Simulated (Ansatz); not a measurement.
Reaction (formal loss of a carbene): `CC(F)CF` → `CC(F)F` + `[CH2]` (triplet)

Program: Ansatz. Geometries: PBE0-D4/def2-TZVP. ΔE: electronic, gas phase. CCSD(T)/CBS adds triple-zeta CCSD(T) − MP2 to the extrapolated MP2 energy (def2 sets, frozen cores). This one scheme is used for every species. DFT in def2-TZVPP. B3LYP here is the variant with VWN-RPA as its local correlation; programs differ in this. HSE06 is defined as in plane-wave codes. Triplets are unrestricted, without spin–orbit coupling. One conformer a species, not always the lowest.

| level | ΔE (eV) | difference from CCSD(T)/CBS |
| --- | --- | --- |
| LDA (SPW92) | 4.87 | 0.71 |
| BLYP-D4 | 4.08 | -0.08 |
| r2SCAN-D4 | 3.89 | -0.27 |
| B3LYP-D4 | 4.08 | -0.08 |
| HSE06-D4 | 4.11 | -0.05 |
| BHLYP-D4 | 3.96 | -0.20 |
| CAM-B3LYP-D4 | 4.13 | -0.03 |
| B2PLYP | 4.05 | -0.11 |
| PBE | 4.14 | -0.02 |
| PBE0 | 4.05 | -0.11 |
| r2SCAN0 | 3.83 | -0.33 |
| MP2/def2-SVP | 3.97 | -0.19 |
| MP2/def2-TZVPP | 4.14 | -0.02 |
| CCSD/def2-TZVPP | 3.92 | -0.24 |
| SCS-MP2/def2-QZVPP | 4.26 | 0.10 |
| HF/CBS(def2) | 2.64 | -1.52 |
| CCSD(T)/CBS | 4.16 | 0 |

Largest T1 diagnostic among the species: 0.011.

From r2SCAN to r2SCAN0 (25 % exact exchange), in def2-TZVPP and without D4, ΔE moves by −0.04 eV. At CCSD(T), def2-SVP lies −0.25 eV from the extrapolated value and def2-TZVPP −0.13 eV.
